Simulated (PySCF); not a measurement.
Species: C3H9P.
Atom-mapped SMILES: `[CH3:1][P:2]([CH3:3])[CH3:4]` (hydrogens: H5, H6, H7 on C1; H8, H9, H10 on C3; H11, H12, H13 on C4)

Method: PySCF 2.14.0, PBE0-D3(BJ)/def2-SVP geometry optimisation, gas phase; density fitting, grid level 1; the optimiser is geomeTRIC in internal coordinates, started from a GFN2-xTB structure with every atom displaced at random (about 0.01 Å).

At the end of the run (lengths in Å): C4–H13 1.101, C4–H11 1.103, C1–P2 1.850, P2–C4 1.850, C4–H12 1.101, C3–H9 1.101, C3–H8 1.103, C1–P2–C3 99.3°, P2–C1–H6 109.5°, H6–C1–H7 107.5°, H5–C1–H6 108.8°, H11–C4–P2–C1 51°.

**Question.** These geometries were met on the way; a selection of coordinates is given. Order them by energy above the end point, lowest first.
A. C4–H13 1.101, C4–H11 1.101, C1–P2 1.850, P2–C4 1.851, C4–H12 1.101, C3–H9 1.100, C3–H8 1.103, C1–P2–C3 99.2°, P2–C1–H6 109.5°, H6–C1–H7 107.5°, H5–C1–H6 108.9°, H11–C4–P2–C1 43°
B. C4–H13 1.149, C4–H11 1.064, C1–P2 1.829, P2–C4 1.832, C4–H12 1.087, C3–H9 1.088, C3–H8 1.091, C1–P2–C3 97.0°, P2–C1–H6 111.3°, H6–C1–H7 106.1°, H5–C1–H6 109.6°, H11–C4–P2–C1 47°
C. C4–H13 1.100, C4–H11 1.113, C1–P2 1.851, P2–C4 1.850, C4–H12 1.100, C3–H9 1.102, C3–H8 1.104, C1–P2–C3 99.4°, P2–C1–H6 109.6°, H6–C1–H7 107.7°, H5–C1–H6 108.8°, H11–C4–P2–C1 42°

**Answer.** A (0.004 eV), C (0.017 eV), B (0.112 eV).

```csv
step,E above end (eV),"rms distance from the end, all atoms (Å)",largest force (eV/Å),rms shift of all bonds from the end (Å)
3,0.004,0.065,0.075,0.001
1,0.017,0.092,0.392,0.003
0,0.112,0.041,2.684,0.021
```

Rows stand in the order of the answer.
